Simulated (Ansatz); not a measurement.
# ClH: the interaction energy of a dimer with the counterpoise correction

Program: Ansatz 0.2.0, Python API.

The cells in order, each with its output:

```python
import ansatz as az
```

```python
FIRST = [
    ("H", (0.0, 0.0, -0.645)),
    ("Cl", (0.0, 0.0, 0.645)),
]
SECOND = [
    ("H", (1.0392, -2.1055, -3.284)),
    ("Cl", (0.623, -1.5885, -2.1778)),
]
```

```python
def energy(atoms, ghosts=()):
    molecule = az.Crystal.molecule()
    for symbol, xyz in atoms:
        molecule = molecule.atom(symbol, xyz)
    calc = (
        molecule.calculation()
        .basis(gaussian="cc-pVDZ")
        .functional("b3lyp")
    )
    deck = calc.input()
    if ghosts:
        deck = deck.set(az.key.basis.gaussian.ghost_atoms, [{"symbol": s, "position_ang": list(xyz)} for s, xyz in ghosts])
    return az.Session.from_dict(deck).plan().execute().report["free_energy_ev"]
```

```python
both = energy(FIRST + SECOND)
alone = energy(FIRST) + energy(SECOND)
ghosted = energy(FIRST, SECOND) + energy(SECOND, FIRST)
print(f"dimer {both:.6f} eV")
print(f"interaction, uncorrected   {(both - alone):8.3f} eV")
print(f"interaction, counterpoise  {(both - ghosted):8.3f} eV")
print(f"basis-set superposition    {(alone - ghosted):8.3f} eV")
```

    dimer -25079.150364 eV
    interaction, uncorrected      0.068 eV
    interaction, counterpoise     0.093 eV
    basis-set superposition       0.024 eV

Uncorrected it is 0.068 eV, with the counterpoise correction 0.093 eV; the difference, 0.02 eV, is the superposition error. In this basis both values are repulsive.

What to keep in mind:
- The settings weren't tested for convergence.
- The dimer is a generated trial pose of unrelaxed monomers, not a minimum, so the figure is no binding energy, and the basis set is small.
- b3lyp holds the VWN-RPA fit, as in Gaussian; the form of ORCA and Turbomole is b3lyp5.
- This level lacks the dispersion part of the attraction (electrostatics and induction are there), which can decide the sign where the interaction is weak.
- Hardware and time: 2.3 s on 1 thread of Arm Neoverse V2 (shared host), peak memory 0.14 GiB.
